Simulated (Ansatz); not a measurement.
## One arrangement of a pair

The pair of SiNH5 (SMILES [SiH3]N, atoms 1–7) and PH3 (SMILES P, atoms 8–11), both closed shells, in one local arrangement (a lower one may exist), relaxed at PBE0-D4/def2-TZVP:

```
11
angstrom
Si -0.3072 -0.6206 -1.7540
N 0.5607 0.6223 -0.9394
H -0.6401 -1.6741 -0.7603
H -1.5488 -0.0186 -2.3050
H 0.4087 -1.2843 -2.8842
H 0.7025 1.5092 -1.3960
H 1.3603 0.3795 -0.3749
P 0.3826 0.1525 2.3861
H -0.8010 -0.4809 1.9315
H -0.1853 1.4505 2.3377
H 0.0674 -0.0356 3.7585
```

Ansatz 0.2.0; basis: def2-TZVPPD, with def2-QZVPPD for the basis limit; cores frozen in the correlated methods. B3LYP uses VWN-RPA correlation. Extrapolation: Hartree–Fock as exp(−7.88 √X), correlation as X^−2.97. Interaction energies count from these two fragments, frozen as in the pair, with the counterpoise correction; negative means bound.

Question: What is the interaction energy by CCSD(T) at an estimated basis limit (MP2 extrapolated from triple and quadruple zeta, plus CCSD(T) − MP2 in triple zeta)? (An estimate is asked for; the value comes from the calculation.)

Answer: By the calculation: -8.0 kJ/mol. Hartree–Fock alone gives 1.8 kJ/mol at the basis limit, so without correlation the pair would not bind at this distance. It counts from the two fragments frozen as in the pair.

The same quantity by other methods in triple zeta, and each one's difference from that estimate:
```
   method  E_int (kJ/mol)  difference
   PBE-D4           -10.4        -2.4
revPBE-D4            -9.8        -1.9
  BLYP-D4            -9.5        -1.5
r2SCAN-D4            -8.2        -0.2
   B97M-V            -8.0         0.0
  PBE0-D4            -9.6        -1.6
 B3LYP-D4            -9.5        -1.5
 HSE06-D4            -9.5        -1.6
  wB97X-V            -8.0         0.0
  wB97M-V            -8.0         0.0
   B2PLYP            -3.4         4.6
       HF             1.9         9.9
      MP2            -7.3         0.7
     CCSD            -5.3         2.7
  CCSD(T)            -6.8         1.2
```
Differences are method less estimate.

Basis-set superposition shift (counterpoise-corrected less uncorrected): CCSD(T) 1.7; MP2 1.7; HF 0.3; PBE0-D4 0.3; wB97M-V 0.4 kJ/mol.

The T1 diagnostic stays at or below 0.014.

For scale, one of the runs: CCSD(T)/def2-TZVPPD, 269 basis functions, launched by `ansatz run in.yaml --threads 4 --pin off --events-out ev --progress --plain --max-ram 9574MiB`. Time: 110 s of wall clock on 4 CPU threads of an Arm Neoverse V1; the host was shared. Peak host memory: 6.4 GiB.
